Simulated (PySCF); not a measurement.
## Basis-set dependence of O₂ at HF

PySCF, UHF reference; triplet, unpaired electrons π ↑↑; De to O + O without counterpoise correction.

```
      basis     relativity  functions  Re (Å)  ωe (cm⁻¹)  De (eV)
     STO-3G  no relativity         10   1.217       2088     0.70
   def2-SVP  no relativity         28   1.153       2048     1.53
    pcseg-2  no relativity         60   1.159       1965     1.54
 def2-TZVPP  no relativity         62   1.158       1968     1.54
def2-TZVPPD  no relativity         80   1.159       1964     1.54
```

How does each smaller set differ from the one with most functions, def2-TZVPPD?

STO-3G: +5.8 pm, +6.3 % in ωe, -0.84 eV in De; def2-SVP: -0.6 pm, +4.3 % in ωe, -0.01 eV in De; pcseg-2: +0.0 pm, +0.1 % in ωe, +0.00 eV in De; def2-TZVPP: -0.1 pm, +0.2 % in ωe, +0.00 eV in De. All at HF; the set with most functions is neither the basis-set limit nor always the best.

Measured (Huber and Herzberg, Constants of Diatomic Molecules (1979)): Re = 1.20752 Å, ωe = 1580.193 cm⁻¹. STO-3G is very small, so such numbers show the basis as much as the molecule. Hartree–Fock leaves out correlation, which carries a large part of most bond energies and some tenths to 1 eV of ionisation energies. The state was picked by a PBE0 search and need not be the measured ground state.
